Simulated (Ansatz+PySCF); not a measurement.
# singlet O3: levels of theory in one basis

```xyz
3

O     0.8372    0.0000    0.0000
O    -0.4186    0.7250    0.0000
O    -0.4186   -0.7250    0.0000
```

Basis set: STO-3G (spherical functions). Correlated methods keep 3 orbitals frozen. Charge 0, multiplicity 1.

Computed with Ansatz (development build ahead of 0.2.0); each method stands on the lowest determinant of its kind that the runs found. NEVPT2 correlates all electrons. Active spaces start from the frontier orbitals, and the lowest solution found is given.

```csv
method,E − E(RHF) (eV),<S²> of the determinant
RHF,0.00,0.00
UHF,-0.06,0.26
RHF-MP2,-4.73,–
UHF-MP2,-4.00,0.26
RHF-CCSD,-5.69,–
RHF-CCSD(T),-5.78,–
UHF-CCSD(T),-5.79,0.26
"CASSCF(12,9)",-5.77,–
"SC-NEVPT2(12,9)",-5.80,–
```

(1) What does full CI (lowest root of this spin) give on the same scale?

(2) Is a single determinant a sound starting point here?

(3) Rank these methods by their distance from full CI in this basis, nearest first.
A. RHF-CCSD
B. RHF-CCSD(T)
C. RHF-MP2

Answers

(1) -5.85 eV.

(2) Only with care. Unrestricted orbitals gain 0.06 eV and <S²> is 0.26 against 0.00 for a pure state, so spin symmetry breaks but gains little energy; restricted orbitals can still serve. The CASSCF(12,9) natural occupations are 2.00, 1.99, 1.99, 1.93, 1.90, 1.90, 0.13, 0.08, 0.08.

(3) B (0.068 eV), A (0.159 eV), C (1.118 eV).

Caution for UHF, UHF-MP2, UHF-CCSD(T): the unrestricted determinant is spin contaminated; the determinant breaks the point group. Caution for UHF-MP2: another reference gives a lower total. Caution for CASSCF(12,9): other starts end on other solutions of this active space.
